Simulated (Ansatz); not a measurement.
Process, species as SMILES: FCF + 2 [H][H] (H2) → C (CH4) + 2 F (HF)
B3LYP-D3(BJ)/def2-TZVP geometries, fixed; electronic energies without zero-point terms.

Basis-set convergence of the energy of full hydrogenation at CCSD(T) with Ansatz (an electronic-structure program). All functions are spherical. Cores are frozen. No added dispersion term, no relativity. Functions are those of the species that has most. Reference: Hartree-Fock in cc-pVQZ plus the correlation part extrapolated as X^-3 from cc-pVTZ and cc-pVQZ, -46.44 kcal/mol, itself unsure by roughly 0.46 kcal/mol (a third of the extrapolation step and of the last Hartree-Fock step). Deviations are taken from unrounded values. Cost is core time over that of aug-cc-pVDZ, rough, on shared machines of one kind.

```
basis            functions  cost
---------------  ---------  ----
def2-SV(P)              46  0.3×
def2-SVP                52  0.4×
aug-cc-pVDZ             87    1×
aug-pcseg-1             87  0.9×
def2-TZVP              105    1×
def2-TZVPP             121    1×
jun-cc-pV(T+d)Z        145    2×
aug-cc-pVTZ            184    4×
aug-pcseg-2            184    4×
def2-QZVPP             231   10×
```

Task: Which is the smallest set listed that can be trusted to 4 kcal/mol here, that is, within that of the reference together with its larger relatives (same family, alike in diffuse functions; a set with none to test it counts only in the reference's own line)?

Result: The smallest set listed that lies within 4 kcal/mol of the reference with all its larger relatives (same family, alike in diffuse functions; a set with none counts only in the reference's own line) is aug-cc-pVDZ (87 functions, 1× in cost, -2.44 kcal/mol off), level with aug-pcseg-1. Value minus reference: def2-SV(P) 28.36, def2-SVP 6.27, aug-cc-pVDZ -2.44, aug-pcseg-1 1.19, def2-TZVP 5.37, def2-TZVPP 0.74, jun-cc-pV(T+d)Z -0.49, aug-cc-pVTZ 0.15, aug-pcseg-2 1.01, def2-QZVPP -0.27 kcal/mol.
